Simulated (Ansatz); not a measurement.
**CHB (singlet): from Hartree-Fock to the top rungs at distance B1–H3 = 3.186 Å, 6-31G**

The task here is to estimate one member of a computed series from the others.

Computed with Ansatz 0.2.0, Gaussian basis. Level: 6-31G, core rule «outside noble gas», up to 2 orbitals frozen.

To be run: UHF; CCSD(T) on RHF; BCCD(T) on RHF; CISD; CCSDT(Q) on RHF; CISDTQ; CCSDTQ on RHF; CCSDTQ on UHF; CASSCF and MRCISD+Q, 2 electrons in 2 orbitals; CASSCF and NEVPT2, 2 electrons in 2 orbitals; CASSCF and MRCISD+Q, 8 electrons in 9 orbitals; CASSCF and NEVPT2, 8 electrons in 9 orbitals; Full CI; Full CI in the symmetry of the determinant.

18 further runs of the same task are left out: 3 for a known fault of the program, 11 that didn't finish, 4 set aside as unsound or not needed.

## The geometry

The geometry derives from a PBE0/def2-TZVP stationary point (not a proven minimum). One bond is set to the value named and the two fragments are kept rigid.

3 atoms, charge 0, spin multiplicity 1.

Atoms are counted from 1 here; the program's logs count them from 0.

Bond lengths: B1–C2 1.464 Å.

As a file:

```mol
CHB
  3D, bonds by distance, orders not assigned

  3  1  0  0  0  0  0  0  0  0999 V2000
    0.0000    0.0000    0.5739 B   0  0
    0.0000    0.0000    2.0381 C   0  0
    0.0000    0.0000   -2.6121 H   0  0
  1  2  8  0
M  END
```

Set-up of the first run:

in.yaml reads:

```yaml
crystal:
  periodic: [false, false, false]
  atoms:
    - {symbol: B, position_ang: [0.000000, 0.000000, 0.573948]}
    - {symbol: C, position_ang: [0.000000, 0.000000, 2.038105]}
    - {symbol: H, position_ang: [0.000000, 0.000000, -2.612052]}
basis:
  gaussian: {orbitals: 6-31G}
magnetization: {spin_polarized: true, initial_magnetization: 0}
hamiltonian: {xc: hf}
output: {orbitals: {seedname: orbitals}}
```

Started as:

```console
ansatz run in.yaml --threads 1 --pin off --events-out ev --progress --plain --max-ram 2393MiB
```

Among the steps run: UHF; CCSD(T) on RHF; BCCD(T) on RHF; CISD; CCSDT(Q) on RHF; CISDTQ; CCSDTQ on RHF; CCSDTQ on UHF; CASSCF and MRCISD+Q, 2 electrons in 2 orbitals; CASSCF and NEVPT2, 2 electrons in 2 orbitals; CASSCF and MRCISD+Q, 8 electrons in 9 orbitals; CASSCF and NEVPT2, 8 electrons in 9 orbitals; Full CI; Full CI in the symmetry of the determinant.

One table of the session follows, with a row left open; its other results are not shown here.

| method | from FCI (meV) |
| --- | --- |
| UHF | +3024.2 |
| CASSCF pair | +4850.4 |
| NEVPT2 pair | +2175.5 |
| CASSCF valence | +859.7 |
| NEVPT2 valence | +246.1 |
| MRCISD valence | ? |
| MRCISD+Q valence | +4.2 |
| FCI | 0 |

**Question.** Estimate the row for MRCISD valence.

The run gave: from FCI (meV): +19.5. In the column «from FCI (meV)» it lies between MRCISD+Q valence (+4.2) and NEVPT2 valence (+246.1).

Among the levels timed on like hardware and quicker than the yardstick, those that no quicker one beats, quickest first: NEVPT2 pair (0.3 s, +2175.5 meV); NEVPT2 valence (2.6 s, +246.1 meV); MRCISD+Q valence (3.5 s, +4.2 meV).

Not comparable, so not listed: CCSDTQ on UHF; CASSCF and MRCISD+Q, 2 electrons in 2 orbitals (they don't share determinant, frozen orbitals or solution with the rows shown, or repeat one).

To keep in mind: The determinant is far from a pure spin state, so its energy mixes those of several spin states (harmless only where they are near-degenerate, as at dissociation). The report flags that the cluster equations may have other roots. The yardstick is full CI for this spin, exact in this basis with these frozen cores. Left out of the table: RHF, RMP2, CISD, RCCSD, RCCSD(T), BCCD(T), RCCSDT, CISDTQ, RCCSDT(Q), RCCSDTQ (another determinant or state than the rows shown). Of the multireference levels listed MRCISD+Q valence comes nearest in total energy (+4.2 meV), which doesn't show that its space is the better one. Warnings in the runs' records: lower state, other roots, over screen, passed over end.
